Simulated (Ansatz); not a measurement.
Ideal-gas functions of `[c]1ccc[nH]1` radical at 800 K and 1 bar, from an Ansatz frequency run at PBE0-D4/def2-TZVP.

Molar mass 66.08 g/mol, point group Cs (symmetry number 1), electronic degeneracy 2, moments of inertia 48.718, 56.308, 105.026 u Å². Harmonic wavenumbers (cm⁻¹, unscaled): 379, 496, 628, 693, 759, 854, 854, 891, 1034, 1073, 1121, 1194, 1262, 1389, 1429, 1485, 1572, 3254, 3281, 3288, 3706.

Use S(trans) = R[1.5 ln M + 2.5 ln T − 1.1517]; rotational temperatures θ = 24.2544 K / I; S(rot) = R[ln(√π/σ · √(T³/θAθBθC)) + 1.5]; for each mode x = 1.438777 ν̃/T, S = R[x/(eˣ − 1) − ln(1 − e⁻ˣ)] and H = RT x/(eˣ − 1); 1 cm⁻¹ = 0.0119627 kJ/mol; R = 8.31446 J/(mol·K).

**Question.** By hand: the entropy, in J/(mol·K).

**Answer.** Translation 181.6. Rotation: θ = 0.4979, 0.4307, 0.2309 K, giving 113.1. Vibration, mode by mode: 11.66, 9.53, 7.73, 7.00, 6.34, 5.52, 5.52, 5.23, 4.26, 4.03, 3.76, 3.39, 3.08, 2.57, 2.43, 2.25, 1.99, 0.16, 0.16, 0.16, 0.08, in all 86.9. Electronic 5.8. Sum 387.4 J/(mol·K).

**Question.** By hand: H − E and G − E in kJ/mol, counted from the electronic energy.

**Answer.** Zero-point energy ½ × 30642 × 0.0119627 = 183.3; thermal vibration 43.0; translation, rotation and pV give 4 RT = 26.6. H − E = 252.9 kJ/mol, and G − E = 252.9 − 800 × 387.4/1000 = -57.0 kJ/mol.

Vibration gives 22 % of the entropy.
